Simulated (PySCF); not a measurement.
Compound: 2-ethyl-2-methyloxirane, C₅H₁₀O.
SMILES with atom numbers: `[CH3:1][CH2:2][C@:3]1([CH3:4])[CH2:5][O:6]1` (hydrogens: H7, H8, H9 on C1; H10, H11 on C2; H12, H13, H14 on C4; H15, H16 on C5)

Level of theory: PBE0-D3(BJ)/def2-SVP geometry optimisation, gas phase (PySCF).

(1) List the bond lengths, angles and torsions at this level.

## Answers

(1) 
```
                  bond  length (bohr)
                 C1–C2          2.876
                 C2–C3          2.859
                 C3–C4          2.847
                 C3–C5          2.773
                 C5–O6          2.666
                 C3–O6          2.683
   C1–H7, C1–H8, C1–H9          2.080
                C2–H10          2.081
                C2–H11          2.086
C4–H12, C4–H13, C4–H14          2.079
                C5–H15          2.075
                C5–H16          2.076
```

Bonds in one row agree within 0.02 bohr and their mean is given. A selection of angles:
```
     angle  degrees
  C2–C1–H7    111.2
  H7–C1–H8    107.6
  C1–C2–C3    113.9
 C1–C2–H10    110.5
 C1–C2–H11    110.1
 C3–C2–H10    107.4
 C3–C2–H11    108.4
H10–C2–H11    106.2
  C2–C3–C4    116.8
  C2–C3–C5    118.9
  C2–C3–O6    114.5
  C4–C3–C5    119.7
  C4–C3–O6    114.6
  C5–C3–O6     58.5
 C3–C4–H12    110.2
 C3–C4–H13    111.4
H12–C4–H13    108.0
H13–C4–H14    108.5
  C3–C5–O6     59.1
 C3–C5–H15    119.7
 C3–C5–H16    119.6
 O6–C5–H15    115.9
 O6–C5–H16    115.8
H15–C5–H16    114.9
  C3–O6–C5     62.4
```

Torsions: C1–C2–C3–C4 68° (synclinal); C2–C3–C5–O6 -103° (anticlinal); C2–C3–O6–C5 110° (anticlinal).

Of the pairs four or more bonds apart, H9···H13 is among the closest relative to their van der Waals radii: 2.40 Å, 100 % of the sum of Bondi's values. The 3-membered ring C3–C5–O6 has internal angles of 58.5° to 62.4°. The C–C distances run from 1.467 Å (C3–C5, drawn single) to 1.522 Å (C1–C2, drawn single), a spread of 0.055 Å.

Point group: C1 (no symmetry element, even within 0.4 Å). Whether it is a minimum is left open (no frequencies). The numbers are those of one conformer.

Hardware: Arm Neoverse V2, one thread (shared host). Cost: 29 s wall, 0.72 GiB resident at most. These figures are those of the optimisation.
